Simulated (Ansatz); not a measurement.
Geometry optimisation, RKS B3LYP/def2-SVP in Ansatz 0.2.0.

The input (input.yaml):

```yaml
crystal:
  periodic: [false, false, false]
  atoms:
    - { symbol: B, position_ang: [0.0, 0.0, 0.0] }
    - { symbol: C, position_ang: [0.0, 0.0, 1.95] }
    - { symbol: H, position_ang: [-0.9996, -0.3092, 2.3205] }
    - { symbol: H, position_ang: [0.7676, -0.7111, 2.3205] }
    - { symbol: H, position_ang: [0.232, 1.0203, 2.3205] }
    - { symbol: Cl, position_ang: [1.6108, 0.0, -0.93] }
    - { symbol: H, position_ang: [-1.0305, 0.0, -0.595] }
    - { symbol: H, position_ang: [-0.1908, -1.4011, 0.4698] }
    - { symbol: H, position_ang: [-0.1595, -1.1709, 1.3616] }
basis:
  gaussian: { orbitals: def2-SVP }
hamiltonian:
  xc: b3lyp
relax:
  f_tol: 0.15
  max_steps: 25
  restrain:
    - { distance: [0, 7], at: 1.19, k: 30.0 }
    - { distance: [8, 1], at: 1.11, k: 30.0 }
    - { distance: [0, 1], at: 2.8, k: 30.0 }
    - { distance: [8, 7], at: 1.86, k: 30.0 }
```

Command:

```bash
$ ansatz run input.yaml --threads 1 --pin off --max-ram 2048MiB --backend cpu --events-out ev --progress --plain --runs-dir out
```

Where does it end, and by what steps?

The run converged. The restraints hold the end off the free minimum; the threshold counts their pulls, which the force column leaves out. Restrained pairs: B1–H8 (1.49 → 1.19 Å), C2–H9 (1.32 → 1.11 Å), B1–C2 (1.95 → 2.81 Å), H8–H9 (0.92 → 1.87 Å). After 9 steps the energy has fallen by 3.443 eV (the restraints' own energy left out); H8 moved furthest, 0.78 Å.

| step | energy less start (eV) | largest force component (eV/Å) | accepted |
| --- | --- | --- | --- |
| 0 | 0.0000 | 3.362 | yes |
| 1 | 0.5605 | 3.767 | yes |
| 2 | 0.1172 | 3.316 | yes |
| 3 | -1.1777 | 3.514 | yes |
| 4 | -2.6942 | 2.105 | yes |
| 5 | -3.3938 | 0.942 | yes |
| 6 | -3.3997 | 0.390 | yes |
| 7 | -3.4261 | 0.604 | yes |
| 8 | -3.4383 | 0.337 | yes |
| 9 | -3.4430 | 0.340 | yes |

```xyz
9
Properties=species:S:1:pos:R:3
B -0.029 -0.430 -0.504
C -0.036 -0.207 2.295
H -1.014 -0.119 2.789
H 0.714 -0.576 3.010
H 0.276 0.776 1.920
Cl 1.527 0.233 -0.975
H -0.986 0.293 -0.513
H -0.104 -1.599 -0.278
H -0.118 -0.943 1.473
```

Run time: 15 s on 1 thread of Intel(R) Xeon(R) 6975P-C (Granite Rapids) (shared host), peak memory 0.15 GiB.
